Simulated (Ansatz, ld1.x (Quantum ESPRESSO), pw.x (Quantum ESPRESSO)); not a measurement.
**Which K potential is closest to all-electron in the fcc crystal?**

All use LDA (PW92), scalar-relativistic, no spin, cutoffs from each file’s atomic test, pw.x 7.5; 9³ k-points, Fermi–Dirac smearing 0.01 Ry. Δ is the rms difference from all-electron LAPW of the E(V) curves that follow from fits to the pressures, over ±6 % in volume. Mesh and smearing are coarse and serve the comparison alone. The files are a selection: those with a ghost or negative overlap were mostly not run, and those with noisy or unconverged pressures or nearly equal Δ are left out.

All-electron: a0 = 6.368 Å (V0 = 64.55 Å³/atom), B0 = 4.4 GPa.

(1) Rank them by Δ, smallest first.
A. PAW, ld1.x (Quantum ESPRESSO) 7.5, LDA (PW92); core [Ne], reference 3s2 3p6 4s1 4p0; waves: 3s (bound): rcut 2.10, rcutus 2.65 bohr; 4s (bound): rcut 2.10, rcutus 2.65 bohr; 3p (bound): rcut 2.25, rcutus 2.45 bohr; 4p (bound, empty): rcut 2.25, rcutus 2.45 bohr; 3d channel at 0.05 Ry: rc 2.80 bohr; local part: the d channel; core correction: none; augmentation: BG, radius 2.15 bohr.
B. norm-conserving Troullier–Martins (Kleinman–Bylander form), ld1.x (Quantum ESPRESSO) 7.5, LDA (PW92); core [Ar], reference 4s1 4p0; waves: 4s (bound): rc 3.50 bohr; 4p (bound, empty): rc 4.05 bohr; 3d channel at -0.15 Ry: rc 4.20 bohr; local part: all-electron potential smoothed inside 3.50 bohr (lloc = -1); core correction: Bessel-smoothed model core inside 2.80 bohr.
C. norm-conserving Troullier–Martins (Kleinman–Bylander form), ld1.x (Quantum ESPRESSO) 7.5, LDA (PW92); core [Ar], reference 4s1 4p0; waves: 4p (bound, empty): rc 3.65 bohr; 3d channel at -0.2 Ry: rc 3.50 bohr; 4s (bound): rc 3.55 bohr; local part: the s channel; core correction: Bessel-smoothed model core inside 1.90 bohr.

Results:

(1) A (0.0 meV/atom), C (0.2 meV/atom), B (0.8 meV/atom).
